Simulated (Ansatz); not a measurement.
Cubic perovskite KTaO3, relaxed in Ansatz (plane waves) with several semilocal functionals. Each gives its own volume and its own elastic constant C11:

```json
[
 {"level": "LDA", "V0 (Å³/atom)": "12.346", "elastic constant C11 (GPa)": "489.7", "ln V0": "2.5133", "ln C11": "6.1938"},
 {"level": "PBEsol", "V0 (Å³/atom)": "12.660", "elastic constant C11 (GPa)": "453.0", "ln V0": "2.5384", "ln C11": "6.1159"},
 {"level": "PBE", "V0 (Å³/atom)": "13.037", "elastic constant C11 (GPa)": "414.1", "ln V0": "2.5678", "ln C11": "6.0261"}
]
```

Task: Fit a straight line to ln C11 against ln V0. What does it predict for r²SCAN, whose volume is 12.706 Å³/atom?

Result: With x = ln V0 and y = ln C11: means 2.53983 and 6.11193; Σ(Δx Δy) = -0.004578, Σ(Δx²) = 0.001488, so the slope is -3.08. At x = 2.5421 the line gives y = 6.11193 + (-3.08) × (2.5421 − 2.53983) = 6.1049, or 448.0 GPa. The run with r²SCAN gives 461.6 GPa, +3.0 % from the line. The rows used scatter about it by up to 0.0 %, while the largest value lies 18 % above the smallest.

Measured: 431 GPa (measured, temperature not stated, not corrected to a static lattice; as tabulated in arXiv:2111.11352).

Ansatz's density-functional and Hartree–Fock values are scalar-relativistic unless marked +SOC, with PAW data made under PBE.

Ansatz is a program for electronic structure.
